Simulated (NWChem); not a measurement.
# Correlation energy of sulfur dioxide (O2S)

```xyz
3

O      1.2504     0.0000    -0.3713
S      0.0000     0.0000     0.3713
O     -1.2504     0.0000    -0.3713
```
Charge 0, spin multiplicity 1.

The numbers come from NWChem runs, not from measurements. The geometry was optimised at PBE0/def2-SVP, a minimum by its harmonic frequencies.

Basis set: STO-3G. Each correlation energy counts from its own Hartree-Fock reference.

The correlated methods keep 7 core orbitals frozen. Coupled-cluster values serve here as a point of comparison, not as the truth.

```
method        correlation energy (mHa)            remark
------------  ------------------------  ----------------
SCS-MP2                            ___                 -
CCSD                               ___                 -
MP2                             -198.7                 -
CR-CCSD(T)                      -210.8  large amplitudes
CCSDT                              ___  large amplitudes
CR-CCSD[T]                         ___  large amplitudes
CCSD+T(CCSD)                    -220.2                 -
CCSD(T)                         -215.8                 -
```

Problem. Fill in the missing entries.

Solution. 
- SCS-MP2, correlation energy (mHa): -196.9
- CCSD, correlation energy (mHa): -195.6
- CCSDT, correlation energy (mHa): -216.3
- CR-CCSD[T], correlation energy (mHa): -214.2
